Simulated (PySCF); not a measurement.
Bond curve of HF⁺

Set-up: PySCF, no relativity, basis sets H def2-TZVP, F def2-TZVP. Energies in eV from H⁺ + F in their ground configurations at the same level. State: ²Π (doublet), unpaired electrons π ↑.

All columns are PBE0. A positive dipole points towards F; it is taken about the centre of mass and depends on that origin.

| R (Å) | E (eV) | μ (D) | Mulliken charge on H (basis-dependent) | HOMO (eV) | LUMO (eV) | Mayer bond order | ⟨S²⟩ |
| --- | --- | --- | --- | --- | --- | --- | --- |
| 0.870 | -3.156 | -2.16 | 0.53 | -26.92 | -20.64 | 0.73 | 0.75 |
| 0.910 | -3.410 | -2.29 | 0.55 | -26.68 | -20.41 | 0.71 | 0.75 |
| 0.950 | -3.554 | -2.42 | 0.56 | -26.44 | -20.18 | 0.70 | 0.75 |
| 0.981 | -3.606 | -2.52 | 0.57 | -26.26 | -20.01 | 0.69 | 0.75 |
| 1.011 | -3.620 | -2.63 | 0.58 | -26.08 | -19.84 | 0.68 | 0.75 |
| 1.041 | -3.605 | -2.74 | 0.59 | -25.90 | -19.67 | 0.66 | 0.75 |
| 1.082 | -3.548 | -2.89 | 0.60 | -25.67 | -19.44 | 0.65 | 0.75 |
| 1.132 | -3.435 | -3.09 | 0.61 | -25.38 | -19.17 | 0.63 | 0.75 |
| 1.193 | -3.258 | -3.33 | 0.63 | -25.04 | -18.84 | 0.60 | 0.75 |
| 1.274 | -2.985 | -3.67 | 0.66 | -24.60 | -18.41 | 0.57 | 0.75 |

A fit through these points gives, at Re = 1.009 Å, μ = -2.63 D and dμ/dR = -3.56 D/Å; the reduced mass is 0.9571 u.

Task: How strong is the fundamental in the double-harmonic approximation, I = 42.26·(dμ/dR)²/μred km/mol?

Result: I = 42.26·(-3.56)²/0.9571 = 560 km/mol at PBE0.

For an ion De counts to the pair picked by the measured ionisation energies or electron affinities, which need not be the lowest pair at this level. The state was picked by a PBE0 search and need not be the measured ground state.
